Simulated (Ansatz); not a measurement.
# BH3Cl (doublet): the correlation ladder at distance Cl1–H2 along a hydrogen transfer = 1.932 Å, cc-pVDZ

One table from this session's results is given with a row withheld; the runs are named, their logs left out.

The runs use Ansatz 0.2.0, Gaussian basis; cc-pVDZ, core rule «outside noble gas», up to 6 orbitals frozen.

The runs, in order: UHF; CCSD(T) on ROHF; CCSD(T) on UHF; BCCD(T) on ROHF; CISD; CCSDT(Q) on ROHF; CCSDT(Q) on UHF; CASSCF and MRCISD+Q, 3 electrons in 3 orbitals; CASSCF and NEVPT2, 3 electrons in 3 orbitals.

12 further runs of the same task are left out: 5 for a known fault of the program, 1 for a mislabelled method, 6 that didn't finish.

### What is computed

The geometry derives from fragments relaxed apart (PBE0/def2-TZVP) and kept rigid, so it is no stationary point. A hydrogen atom is moved between rigid fragments.

5 atoms, charge 0, spin multiplicity 2.

Atoms are counted from 1 here; the program's logs count them from 0.

Bond lengths: H2–B3 1.170 Å, B3–H4 1.191 Å, B3–H5 1.191 Å. Angles: H2–B3–H4 115.3°, H2–B3–H5 115.3°, H4–B3–H5 129.4°.

The first run:

File in.yaml:

```yaml
crystal:
  periodic: [false, false, false]
  atoms:
    - {symbol: Cl, position_ang: [-0.867609, 0.000000, 0.000000]}
    - {symbol: H, position_ang: [1.064391, 0.000000, 0.000000]}
    - {symbol: B, position_ang: [2.234391, 0.000000, 0.000000]}
    - {symbol: H, position_ang: [2.743464, 0.000000, 1.077008]}
    - {symbol: H, position_ang: [2.743464, 0.000000, -1.077008]}
basis:
  gaussian: {orbitals: cc-pVDZ}
magnetization: {spin_polarized: true, initial_magnetization: 1}
hamiltonian: {xc: hf}
output: {orbitals: {seedname: orbitals}}
```

On the command line:

```sh
$ ansatz run in.yaml --threads 1 --pin off --events-out ev --progress --plain --max-ram 2393MiB
```

Steps of the session up to this table: UHF; CCSD(T) on ROHF; CCSD(T) on UHF; BCCD(T) on ROHF; CISD; CCSDT(Q) on ROHF; CCSDT(Q) on UHF; CASSCF and MRCISD+Q, 3 electrons in 3 orbitals; CASSCF and NEVPT2, 3 electrons in 3 orbitals.

One of the session's tables, all rows but one given; the rest of the session is left out.

| method | from UCCSDT(Q) (kJ/mol) |
| --- | --- |
| ROHF | +680.5 |
| UHF | +667.6 |
| RMP2 | +115.1 |
| UMP2 | +116.7 |
| CISD | +63.0 |
| RCCSD | +11.9 |
| UCCSD | +11.6 |
| RCCSD(T) | +2.4 |
| UCCSD(T) | +2.4 |
| BCCD(T) | +2.4 |
| RCCSDT | +0.6 |
| UCCSDT | +0.6 |
| RCCSDT(Q) | 0.0 |
| UCCSDT(Q) | 0 |
| CASSCF pair | +645.8 |
| NEVPT2 pair | +115.8 |
| MRCISD pair | +57.8 |
| MRCISD+Q pair | ? |

**Question.** Estimate the row for MRCISD+Q pair.

As computed: from UCCSDT(Q) (kJ/mol): +2.0. In the column «from UCCSDT(Q) (kJ/mol)» it lies between UCCSDT (+0.6) and RCCSD(T) (+2.4).

Among the levels timed on like hardware and quicker than the yardstick, those that no quicker one beats, quickest first: CISD (4.4 s, +63.0 kJ/mol); UCCSD(T) (4.5 s, +2.4 kJ/mol); MRCISD+Q pair (6 s, +2.0 kJ/mol).

Caveats from the session: Of the multireference levels listed MRCISD+Q pair comes nearest in total energy (+2.0 kJ/mol), which doesn't show that its space is the better one. Restricted and unrestricted rows rest on different reference determinants; where their highest levels disagree by more than a few hundredths of an eV, they describe different states and don't form one ladder.
